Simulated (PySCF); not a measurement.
Gas-phase reaction: 4 CH₃SiH₂ + C₂H₄ ⇌ i-Si₄H₁₀ + 2 C₃H₇ (i-propyl). Level: ωB97M-V/def2-TZVP†; standard pressure 1 bar.

Method: PySCF energies plus ideal-gas RRHO corrections (1 bar). † marks an energy on the PBE0/def2-TZVP geometry and frequencies. Open shells (unrestricted): CH₃SiH₂ (multiplicity 2), C₃H₇ (i-propyl) (multiplicity 2); the rest are closed-shell singlets. CH₃SiH₂: computed as isolated molecules; such fragments, hydroxides, amides, oligomers or adducts are transient or little studied in the gas. The harmonic model lacks anharmonicity and excited electronic states, which grow with temperature; levels with a mode under 35 cm⁻¹ are left out. Internal rotation in CH₃SiH₂, i-Si₄H₁₀, C₃H₇ (i-propyl) is treated as a harmonic vibration of one conformer, which makes the entropy rough.

```tsv
T (K)	1000/T (1/K)	log10 K
1000	1.0000	1.55
1200	0.8333	?
1400	0.7143	-2.77
1600	0.6250	-4.07
1800	0.5556	-5.05
2000	0.5000	-5.82
```

**Question.** Fit log10 K = a + b·(1000/T) to the five rows, get the mean ΔH° and ΔS°, and predict log10 K at 1200 K.

**Answer.** Means: 1000/T = 0.6790, log10 K = -3.232. Sums of products about the means: Sxy = 2.28418, Sxx = 0.154472, so b = Sxy/Sxx = 14.79 and a = -3.232 − (14.79)×0.6790 = -13.27.
ΔH° = −R ln 10 × 1000 K × b = −19.145 × (14.79) = -283 kJ; ΔS° = R ln 10 × a = -254 J/K. The run's own values go from -295 kJ and -266 J/K at 1000 K to -260 kJ and -241 J/K at 2000 K.
Prediction at 1200 K: -13.27 + (14.79)×0.8333 = -0.95. The computed value is -1.00, 0.05 from the line.
For scale, ΔH°(298 K) is -313 kJ at this level, -340 kJ at ωB97X-V/def2-TZVP†, and runs from -370 to -220 kJ over the 17 levels computed.
